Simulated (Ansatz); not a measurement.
in.yaml

```yaml
crystal:
  periodic: [false, false, false]
  atoms:
    - {symbol: H, position_ang: [0.000000, 0.000000, -1.208000]}
    - {symbol: H, position_ang: [0.000000, 0.000000, -0.463000]}
    - {symbol: Br, position_ang: [0.000000, 0.000000, 1.671000]}
basis:
  gaussian: {orbitals: 6-31G}
magnetization: {spin_polarized: false, initial_magnetization: 1}
correlation: {method: fic_mrcisd_q, electrons: outside_noble_gas, active_space: {window: {electrons: 9, orbitals: 6}, shells: [{species: Br, l: s, shell: 4}, {species: Br, l: p, shell: 4}, {species: H, l: s, shell: 1}]}}
```

```sh
$ ansatz run in.yaml --threads 1 --pin off --events-out ev --progress --plain --max-ram 2393MiB
```

Log:

```
490 factors; integrals over basis functions are off by at most 1.1e-7 eV
mean field evaluation 1: about -70018.4414 eV, gradient 6.9e0 eV
mean field evaluation 2: about -70018.4410 eV, gradient 6.9e0 eV
mean field evaluation 4: about -70019.0927 eV, gradient 9.0e-1 eV
mean field evaluation 8: about -70019.0964 eV, gradient 4.0e-4 eV
mean field evaluation 16: about -70018.8429 eV, gradient 6.1e-7 eV
mean field evaluation 32: about -70019.0954 eV, gradient 3.6e-1 eV
mean field -70019.09638220 eV, -2573.1543313976 hartree, gradient 3.0e-6 eV, S^2 0.750000; 7 other end points of the search recorded, 0 dependent functions left out
reference -70019.09638220 eV, -2573.1543313976 hartree; 19, 18 occupied and 14, 15 virtual orbitals, 490 factors
state -70019.63807959 eV, -2573.1742384097 hartree
contracted CI cycle   1: correlation 0.00000000 eV, 0.0000000000 hartree, residual 9.18e0 eV
contracted CI cycle   2: correlation -0.98686431 eV, -0.0362665943 hartree, residual 1.73e0 eV
contracted CI cycle   3: correlation -1.02318204 eV, -0.0376012463 hartree, residual 3.03e-1 eV
contracted CI cycle   4: correlation -1.02469483 eV, -0.0376568405 hartree, residual 7.91e-2 eV
contracted CI cycle   5: correlation -1.02479843 eV, -0.0376606478 hartree, residual 1.76e-2 eV
contracted CI cycle   6: correlation -1.02480237 eV, -0.0376607925 hartree, residual 3.98e-3 eV
contracted CI cycle   7: correlation -1.02480260 eV, -0.0376608008 hartree, residual 9.60e-4 eV
state -70019.63807959 eV, -2573.1742384097 hartree; corrected -70020.68206218 eV, -2573.2126040621 hartree
Total energy: -70020.68206218 eV, -2573.2126040621 hartree
Checks for a lower state left out: starts, orbital_swaps
```

Natural occupations: 2.0000 2.0000 1.9997 1.9760 1.0004 0.0240.

For the same geometry and basis full CI lies 13.6 meV lower.

Ran on 1 thread of Arm Neoverse V2, shared host: 1.1 s wall, 0.15 GiB peak host memory.
